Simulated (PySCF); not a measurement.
PySCF input file for C5H5N, SMILES c1ccncc1, ωB97X-D3(BJ)/def2-SVP. 

```python
import numpy as np
from pyscf import gto, scf, dft
from pyscf.geomopt import geometric_solver

mol = gto.M(
    atom='''
    C    -0.00000001   -0.00000002    1.37351871
    C     0.00000000   -1.19212721    0.66685830
    C     0.00000000   -1.13331459   -0.71887436
    N    -0.00000000    0.00000002   -1.39887219
    C    -0.00000000    1.13331462   -0.71887432
    C     0.00000000    1.19212719    0.66685834
    H     0.00000000   -0.00000004    2.45427480
    H    -0.00000000   -2.14289602    1.17738915
    H    -0.00000000   -2.03561590   -1.31693399
    H    -0.00000000    2.03561595   -1.31693392
    H    -0.00000000    2.14289597    1.17738922
    ''',
    basis='def2-SVP',
    charge=0,
    spin=0,
    max_memory=1600,
    verbose=3,
)
mf = dft.RKS(mol, xc='wb97x-d3bj').density_fit(auxbasis='def2-universal-jkfit')
mf.grids.level = 3
mf.conv_tol = 1e-9
mf.max_cycle = 100
mf.kernel()
conv, mol_eq = geometric_solver.kernel(mf, convergence_set='GAU_TIGHT', maxsteps=100)
print(mol_eq.tostring(format='xyz'))
mf.reset(mol_eq)
mf.kernel()
```

Log of the run:

```
[...]
--------------- DFRKS_Scanner gradients ---------------
         x                y                z
0 C     0.0000000000     0.0000000107    -0.0030247924
1 C     0.0000000000    -0.0028786570     0.0013552115
2 C    -0.0000000000     0.0031962670     0.0009753274
3 N     0.0000000000     0.0000000015    -0.0024027602
4 C    -0.0000000000    -0.0031962502     0.0009753412
5 C     0.0000000000     0.0028786554     0.0013552202
6 H     0.0000000000    -0.0000000032     0.0000869373
7 H    -0.0000000000    -0.0006766445     0.0004690049
8 H     0.0000000000    -0.0001047547    -0.0001296014
9 H     0.0000000000     0.0001047565    -0.0001296052
10 H    -0.0000000000     0.0006766304     0.0004689960
----------------------------------------------
cycle 3: E = -248.212601861  dE = 1.05072e-05  norm(grad) = 0.0076761
Step    2 : Displace = 5.755e-03/7.639e-03 (rms/max) Trust = 1.414e-01 (+) Grad = 2.314e-03/3.342e-03 (rms/max) E (change) = -248.2126018612 (+1.051e-05) Quality = -0.125
Hessian Eigenvalues: 2.30000e-02 2.30000e-02 2.30000e-02 ... 4.93065e-01 6.10143e-01 6.58343e-01

Geometry optimization cycle 4
Cartesian coordinates (Angstrom)
 Atom        New coordinates             dX        dY        dZ
   C  -0.000000   0.000001   1.380303   -0.000000 -0.000000  0.003423
   C  -0.000000  -1.199258   0.668271    0.000000  0.003233 -0.000983
   C  -0.000000  -1.139613  -0.727593    0.000000 -0.000680 -0.000789
   N   0.000000   0.000001  -1.420132   -0.000000 -0.000000  0.000437
   C  -0.000000   1.139615  -0.727593    0.000000  0.000680 -0.000789
   C  -0.000000   1.199259   0.668271    0.000000 -0.003233 -0.000983
   H  -0.000000   0.000000   2.474641   -0.000000  0.000000  0.003230
   H  -0.000000  -2.164806   1.181245    0.000000  0.003345 -0.001925
   H   0.000000  -2.065479  -1.316770   -0.000000 -0.000970  0.000152
   H   0.000000   2.065481  -1.316769   -0.000000  0.000970  0.000152
   H  -0.000000   2.164807   1.181246    0.000000 -0.003345 -0.001925
converged SCF energy = -248.212656384505
--------------- DFRKS_Scanner gradients ---------------
         x                y                z
0 C     0.0000000000     0.0000000034    -0.0008251834
1 C     0.0000000000    -0.0007884204     0.0002780014
2 C    -0.0000000000     0.0015181371     0.0004937870
3 N     0.0000000000     0.0000000057    -0.0011336977
4 C    -0.0000000000    -0.0015181299     0.0004937914
5 C     0.0000000000     0.0007884118     0.0002779902
6 H     0.0000000000    -0.0000000002     0.0001463713
7 H    -0.0000000000    -0.0001697859     0.0002452714
8 H     0.0000000000    -0.0000346458    -0.0001104471
9 H     0.0000000000     0.0000346440    -0.0001104469
10 H    -0.0000000000     0.0001697867     0.0002452737
----------------------------------------------
cycle 4: E = -248.212656385  dE = -5.45233e-05  norm(grad) = 0.00294742
Step    3 : Displace = 2.681e-03/3.860e-03 (rms/max) Trust = 2.878e-03 (-) Grad = 8.887e-04/1.596e-03 (rms/max) E (change) = -248.2126563845 (-5.452e-05) Quality = 0.918
Hessian Eigenvalues: 2.30000e-02 2.30000e-02 2.30000e-02 ... 5.84814e-01 6.10143e-01 6.15512e-01

Geometry optimization cycle 5
Cartesian coordinates (Angstrom)
 Atom        New coordinates             dX        dY        dZ
   C  -0.000000   0.000000   1.379709   -0.000000 -0.000000 -0.000594
   C  -0.000000  -1.199318   0.667965    0.000000 -0.000061 -0.000305
   C  -0.000000  -1.142420  -0.727731    0.000000 -0.002807 -0.000138
   N   0.000000   0.000001  -1.416452   -0.000000 -0.000000  0.003680
   C  -0.000000   1.142422  -0.727731    0.000000  0.002807 -0.000138
   C  -0.000000   1.199319   0.667966    0.000000  0.000061 -0.000305
   H  -0.000000   0.000000   2.473679   -0.000000 -0.000000 -0.000962
   H  -0.000000  -2.164502   1.180879    0.000000  0.000303 -0.000366
   H   0.000000  -2.067915  -1.317082   -0.000000 -0.002436 -0.000312
   H   0.000000   2.067916  -1.317081   -0.000000  0.002436 -0.000312
   H  -0.000000   2.164503   1.180880    0.000000 -0.000303 -0.000366
converged SCF energy = -248.212660110982
--------------- DFRKS_Scanner gradients ---------------
         x                y                z
0 C    -0.0000000000     0.0000000002    -0.0004299422
1 C     0.0000000000    -0.0000934675     0.0000962172
2 C     0.0000000000    -0.0009730212    -0.0001575772
3 N    -0.0000000000    -0.0000000083     0.0006605989
4 C     0.0000000000     0.0009730059    -0.0001575772
5 C     0.0000000000     0.0000934855     0.0000962305
6 H     0.0000000000     0.0000000008    -0.0000807892
7 H    -0.0000000000     0.0000182412    -0.0000817963
8 H     0.0000000000    -0.0001018366     0.0000695697
9 H     0.0000000000     0.0001018393     0.0000695696
10 H    -0.0000000000    -0.0000182371    -0.0000817935
----------------------------------------------
cycle 5: E = -248.212660111  dE = -3.72648e-06  norm(grad) = 0.00162831
Step    4 : Displace = 1.984e-03/3.691e-03 (rms/max) Trust = 4.070e-03 (+) Grad = 4.910e-04/9.857e-04 (rms/max) E (change) = -248.2126601110 (-3.726e-06) Quality = 0.313
Hessian Eigenvalues: 2.30000e-02 2.30000e-02 2.30000e-02 ... 4.99232e-01 6.10143e-01 6.76432e-01

Geometry optimization cycle 6
Cartesian coordinates (Angstrom)
 Atom        New coordinates             dX        dY        dZ
   C  -0.000000   0.000000   1.381470   -0.000000 -0.000000  0.001761
   C  -0.000000  -1.198242   0.667902    0.000000  0.001077 -0.000063
   C  -0.000000  -1.140865  -0.727890   -0.000000  0.001556 -0.000159
   N   0.000000   0.000001  -1.418532   -0.000000  0.000000 -0.002080
   C  -0.000000   1.140866  -0.727889   -0.000000 -0.001556 -0.000159
   C  -0.000000   1.198243   0.667903    0.000000 -0.001077 -0.000063
   H  -0.000000   0.000000   2.475477   -0.000000 -0.000000  0.001798
   H  -0.000000  -2.163938   1.179963    0.000000  0.000564 -0.000917
   H   0.000000  -2.066566  -1.316799   -0.000000  0.001349  0.000282
   H   0.000000   2.066568  -1.316799   -0.000000 -0.001349  0.000283
   H  -0.000000   2.163939   1.179963    0.000000 -0.000564 -0.000916
converged SCF energy = -248.212664560536
--------------- DFRKS_Scanner gradients ---------------
         x                y                z
0 C    -0.0000000000    -0.0000000084     0.0002602935
1 C     0.0000000000     0.0001153275    -0.0001116499
2 C     0.0000000000    -0.0000252207    -0.0000215091
3 N    -0.0000000000    -0.0000000067     0.0000246741
4 C     0.0000000000     0.0000252301    -0.0000215192
5 C     0.0000000000    -0.0001153323    -0.0001116471
6 H     0.0000000000    -0.0000000021    -0.0000056493
7 H     0.0000000000     0.0000328256    -0.0000033668
8 H    -0.0000000000     0.0000322111    -0.0000021816
9 H    -0.0000000000    -0.0000322037    -0.0000021868
10 H     0.0000000000    -0.0000328273    -0.0000033724
----------------------------------------------
cycle 6: E = -248.212664561  dE = -4.44955e-06  norm(grad) = 0.000355509
Step    5 : Displace = 1.477e-03/2.059e-03 (rms/max) Trust = 4.070e-03 (=) Grad = 1.072e-04/2.603e-04 (rms/max) E (change) = -248.2126645605 (-4.450e-06) Quality = 0.852
Hessian Eigenvalues: 2.30000e-02 2.30000e-02 2.30000e-02 ... 5.35390e-01 6.10143e-01 6.85257e-01

Geometry optimization cycle 7
Cartesian coordinates (Angstrom)
 Atom        New coordinates             dX        dY        dZ
   C  -0.000000   0.000000   1.380996    0.000000  0.000000 -0.000474
   C  -0.000000  -1.198546   0.667960   -0.000000 -0.000305  0.000057
   C  -0.000000  -1.140947  -0.727838   -0.000000 -0.000082  0.000052
   N   0.000000   0.000001  -1.418423    0.000000  0.000000  0.000109
   C  -0.000000   1.140948  -0.727838   -0.000000  0.000082  0.000052
   C  -0.000000   1.198547   0.667960   -0.000000  0.000305  0.000057
   H  -0.000000   0.000000   2.475043    0.000000  0.000000 -0.000434
   H  -0.000000  -2.164193   1.180185   -0.000000 -0.000255  0.000223
   H   0.000000  -2.066662  -1.316821    0.000000 -0.000096 -0.000022
   H   0.000000   2.066663  -1.316820    0.000000  0.000096 -0.000022
   H  -0.000000   2.164194   1.180186   -0.000000  0.000255  0.000223
converged SCF energy = -248.212664762676
--------------- DFRKS_Scanner gradients ---------------
         x                y                z
0 C     0.0000000000     0.0000000103    -0.0000336939
1 C    -0.0000000000    -0.0000235721     0.0000080040
2 C    -0.0000000000     0.0000303950     0.0000122125
3 N     0.0000000000    -0.0000000035    -0.0000198123
4 C    -0.0000000000    -0.0000304136     0.0000122319
5 C    -0.0000000000     0.0000235870     0.0000080147
6 H     0.0000000000     0.0000000023     0.0000036150
7 H    -0.0000000000    -0.0000044438     0.0000076510
8 H     0.0000000000    -0.0000027489    -0.0000019980
9 H     0.0000000000     0.0000027425    -0.0000019944
10 H    -0.0000000000     0.0000044500     0.0000076575
----------------------------------------------
cycle 7: E = -248.212664763  dE = -2.02139e-07  norm(grad) = 7.14741e-05
Step    6 : Displace = 2.831e-04/4.581e-04 (rms/max) Trust = 5.755e-03 (+) Grad = 2.155e-05/3.369e-05 (rms/max) E (change) = -248.2126647627 (-2.021e-07) Quality = 0.956
Hessian Eigenvalues: 2.30000e-02 2.30000e-02 2.30000e-02 ... 6.09094e-01 6.10143e-01 6.72984e-01

Geometry optimization cycle 8
Cartesian coordinates (Angstrom)
 Atom        New coordinates             dX        dY        dZ
   C  -0.000000   0.000000   1.381027   -0.000000 -0.000000  0.000032
   C  -0.000000  -1.198513   0.667935    0.000000  0.000034 -0.000025
   C  -0.000000  -1.140965  -0.727863   -0.000000 -0.000018 -0.000025
   N   0.000000   0.000001  -1.418420   -0.000000  0.000000  0.000003
   C  -0.000000   1.140966  -0.727863   -0.000000  0.000018 -0.000025
   C  -0.000000   1.198513   0.667935    0.000000 -0.000034 -0.000025
   H  -0.000000   0.000000   2.475066   -0.000000 -0.000000  0.000023
   H  -0.000000  -2.164172   1.180120    0.000000  0.000020 -0.000066
   H   0.000000  -2.066678  -1.316835   -0.000000 -0.000016 -0.000013
   H   0.000000   2.066680  -1.316834   -0.000000  0.000016 -0.000014
   H  -0.000000   2.164173   1.180120    0.000000 -0.000021 -0.000066
converged SCF energy = -248.21266476651
--------------- DFRKS_Scanner gradients ---------------
         x                y                z
0 C    -0.0000000000     0.0000000056     0.0000006227
1 C     0.0000000000    -0.0000002400    -0.0000020088
2 C     0.0000000000    -0.0000060472     0.0000050523
3 N    -0.0000000000    -0.0000000046    -0.0000037765
4 C     0.0000000000     0.0000061187     0.0000050267
5 C     0.0000000000     0.0000001731    -0.0000020336
6 H     0.0000000000    -0.0000000053    -0.0000005106
7 H    -0.0000000000     0.0000016223     0.0000001685
8 H     0.0000000000     0.0000000516    -0.0000004064
9 H     0.0000000000    -0.0000000452    -0.0000004135
10 H    -0.0000000000    -0.0000016435     0.0000001515
----------------------------------------------
cycle 8: E = -248.212664767  dE = -3.83423e-09  norm(grad) = 1.23973e-05
Step    7 : Displace = 3.530e-05/5.187e-05 (rms/max) Trust = 8.139e-03 (+) Grad = 3.738e-06/7.919e-06 (rms/max) E (change) = -248.2126647665 (-3.834e-09) Quality = 0.701
Hessian Eigenvalues: 2.30000e-02 2.30000e-02 2.30000e-02 ... 6.09094e-01 6.10143e-01 6.72984e-01
Converged! =D

11
XYZ from PySCF
C          -0.00000000        0.00000037        1.38102736
C          -0.00000000       -1.19851254        0.66793478
C          -0.00000000       -1.14096453       -0.72786332
N           0.00000000        0.00000095       -1.41842008
C          -0.00000000        1.14096624       -0.72786303
C          -0.00000000        1.19851348        0.66793509
H          -0.00000000        0.00000022        2.47506609
H          -0.00000000       -2.16417232        1.18011981
H           0.00000000       -2.06667785       -1.31683450
H           0.00000000        2.06667979       -1.31683385
H          -0.00000000        2.16417304        1.18012048
converged SCF energy = -248.212664766527
```

Self-consistency was reached.
